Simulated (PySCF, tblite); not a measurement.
PH2F and hydrogen sulfide

A gas-phase complex of PH2F and hydrogen sulfide; neutral, singlet. The structure comes from a short search (6 tight-binding starts) and was relaxed by PBE0-D3(BJ)/def2-TZVPD; another way of binding may lie lower. No frequency run checks that it is a minimum.

Parts: 1 = PH2F (FP), atoms 1–4; 2 = hydrogen sulfide (S), atoms 5–7.

Coordinates in Å:
```
F1      0.865   -0.967   -0.331
P2     -0.210   -0.420    0.751
H3     -1.280   -0.194   -0.159
H4      0.178    0.947    0.715
S5     -2.382    1.060    2.376
H6     -2.946   -0.140    2.578
H7     -1.618    0.942    3.472
```

```json
{"contact": "F1–P2···S5", "kind (by geometry)": "pnictogen bond", "distance (Å)": "3.090", "angle (°)": "168"}
```

Interaction energies are complex less parts, with the parts frozen as they stand in it; counterpoise-corrected, in kcal/mol (PySCF). The CCSD(T) estimate is Hartree-Fock/aug-cc-pVQZ, plus the MP2 correlation part extrapolated as X⁻³ from aug-cc-pVTZ and aug-cc-pVQZ, plus CCSD(T) less MP2 in aug-cc-pVDZ; noble-gas cores are frozen. It isn't the exact limit.

```tsv
level	interaction	superposition error removed
Hartree-Fock/aug-cc-pVQZ	1.43	-
wB97M-D3(BJ)/def2-TZVPD	-3.35	-0.19
PBE0-D3(BJ)/def2-TZVPD	-4.47	-0.16
MP2/aug-cc-pVQZ	-3.56	-0.31
```

Task: What does CCSD(T) at its estimated basis limit give, and which of these levels comes nearest?

Result: -3.20 kcal/mol. wB97M-D3(BJ)/def2-TZVPD is nearest, off by -0.15; the errors are Hartree-Fock/aug-cc-pVQZ +4.63, wB97M-D3(BJ)/def2-TZVPD -0.15, PBE0-D3(BJ)/def2-TZVPD -1.27, MP2/aug-cc-pVQZ -0.36.

Task: What holds them together? Decompose the wB97M-D3(BJ)/def2-TZVPD energy: frozen parts, their antisymmetrised product, then relaxation.

Result: electrostatic -9.6, Pauli repulsion +12.9, orbital relaxation -5.3, dispersion correction -1.5 kcal/mol, which sum to the value before the counterpoise correction; the Pauli term holds the exchange-correlation of the frozen density too. Of the attraction, 58 % is electrostatic, 32 % is orbital relaxation, 9 % is dispersion correction.

The parts were also relaxed and run alone, at the levels used for the complex: shieldings by PBE0/pcSseg-2; core levels by delta-SCF with SCAN, pcX-2 on the ionised atom and pcseg-1 elsewhere, spin-free X2C (2p3/2 is the spin-free 2p value less a third of a first-order spin-orbit splitting).

Task: How do these values change when the complex forms?

Result: 
```csv
property,alone,in the complex,change
F1–P2 bond (Å),1.608,1.620,+0.012
shielding of P2 (ppm),206.6,267.4,+60.9
shielding of S5 (ppm),712.6,689.5,-23.1
shielding of F1 (ppm),504.2,435.5,-68.6
F1 1s core level (eV),692.89,691.91,-0.98
P2 2p3/2 core level (eV),138.65,137.80,-0.85
S5 2p3/2 core level (eV),170.37,170.77,+0.39
```
